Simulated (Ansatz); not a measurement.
Computed with Ansatz.

A structure relaxed at PBE0-D4/def2-TZVP, charge 0, multiplicity 1:

```xyz
7

C     0.625    0.602   -0.221
Al   -0.758   -0.693    0.241
H     0.361    1.621    0.073
H     1.553    0.352    0.309
H     0.863    0.597   -1.287
H    -1.722   -0.443    1.481
H    -0.923   -2.035   -0.597
```

Question: Give its formula and SMILES.

Answer: CH5Al, `[CH3][AlH2]`.

Question: Point group (tolerance 0.08 Å, 0.16 Å for H)?

Answer: Cs.

Question: Summarise the bond lengths by kind.

Answer: 1 × Al–C 1.950 Å; 3 × C–H 1.093 to 1.097 Å; 2 × Al–H 1.590 Å.
